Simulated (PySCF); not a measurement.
**CF⁺: everyday levels beside a composite calculation**

PySCF; the state is a singlet (closed shell). The composite is CCSD(T) extrapolated to the basis-set limit from two correlation-consistent sets, with core-valence (CV) and scalar-relativistic (SR) terms as its label shows; it has no spin–orbit coupling and nothing beyond (T). Here it is CCSD(T)/CBS(TQ)+CV+SR. It gives Re = 1.154 Å, ωe = 1798 cm⁻¹ and De = 7.92 eV to C⁺ + F.

```csv
level,basis,relativity,Re (Å),ωe (cm⁻¹),De (eV)
RHF,pcseg-2,no relativity,1.131,1977,5.48
RHF,def2-TZVPPD,no relativity,1.132,1973,5.45
RHF-SCS-MP2,STO-3G,no relativity,1.234,1749,6.97
r²SCAN,def2-TZVPPD,no relativity,1.159,1768,8.08
TPSSh,def2-TZVPPD,no relativity,1.161,1759,7.84
B3LYP,STO-3G,no relativity,1.257,1610,8.55
PBE0,aug-cc-pVDZ,no relativity,1.163,1765,7.73
PBE0,def2-TZVPPD,no relativity,1.153,1815,7.98
M06,pcseg-2,no relativity,1.149,1852,8.12
BHandHLYP,STO-3G,no relativity,1.231,1742,7.37
```

Q: Give the difference of each row from the composite.

A: 

| level | basis | ΔRe (pm) | Δωe (%) | ΔDe (eV) |
| --- | --- | --- | --- | --- |
| RHF | pcseg-2 | -2.3 | +10.0 | -2.44 |
| RHF | def2-TZVPPD | -2.2 | +9.7 | -2.47 |
| RHF-SCS-MP2 | STO-3G | +8.0 | -2.7 | -0.95 |
| r²SCAN | def2-TZVPPD | +0.5 | -1.7 | +0.16 |
| TPSSh | def2-TZVPPD | +0.7 | -2.2 | -0.08 |
| B3LYP | STO-3G | +10.3 | -10.5 | +0.63 |
| PBE0 | aug-cc-pVDZ | +0.9 | -1.8 | -0.19 |
| PBE0 | def2-TZVPPD | -0.1 | +0.9 | +0.06 |
| M06 | pcseg-2 | -0.5 | +3.0 | +0.20 |
| BHandHLYP | STO-3G | +7.7 | -3.1 | -0.55 |

Q: Which rows come closest in De?

A: PBE0 in def2-TZVPPD (+0.06 eV), counted from the composite.

Correlated steps freeze 2 core orbitals. For an ion De counts to the pair picked by the measured ionisation energies or electron affinities, which need not be the lowest pair at this level. Where the molecule has an RHF reference, its open-shell atoms are computed with UHF. The CCSD T1 diagnostic is raised in CF⁺, a sign that a single reference may not be enough there. STO-3G is very small, so such numbers show the basis as much as the molecule.
